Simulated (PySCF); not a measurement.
Species: C4H3N.
Atom-mapped SMILES: `[CH:1]#[C:2][C:3]1=[N:4][CH2:5]1` (hydrogens: H6 on C1; H7, H8 on C5)

Method: PySCF, PBE0-D3(BJ)/def2-SVP geometry optimisation, gas phase.

Give the optimised bond lengths and angles.

```tsv
bond	length (pm)	order
C1≡C2	121.3	triple
C2–C3	140.1	single
C3=N4	126.1	double
N4–C5	150.7	single
C3–C5	145.1	single
C1–H6	107.5	single
C5–H7, C5–H8	109.7	single
```

Bonds in one row agree within 1 pm and their mean is given. Orders are formal, as drawn. A selection of angles:
```tsv
angle	degrees
C2–C1–H6	179.2
C1–C2–C3	177.5
C2–C3–N4	142.4
C2–C3–C5	150.5
N4–C3–C5	67.1
C3–N4–C5	62.5
N4–C5–H7	117.0
C3–C5–N4	50.5
C3–C5–H7	120.3
H7–C5–H8	115.6
```

Torsions: C2–C3–N4–C5 180° (antiperiplanar); C2–C3–C5–N4 180° (antiperiplanar).

The 5 heavy atoms lie in one plane (0.001 Å rms). The 3-membered ring C3–N4–C5 has internal angles of 50.5° to 67.1°. The 2 C–N bonds span 1.261 Å (C3=N4, drawn double) to 1.507 Å (N4–C5, drawn single), a spread of 0.246 Å. The 3 C–C bonds span 1.213 Å (C1≡C2, drawn triple) to 1.451 Å (C3–C5, drawn single), a spread of 0.238 Å.

Point group: Cs (tolerance 0.08 Å). Whether it is a minimum is left open (no frequencies).
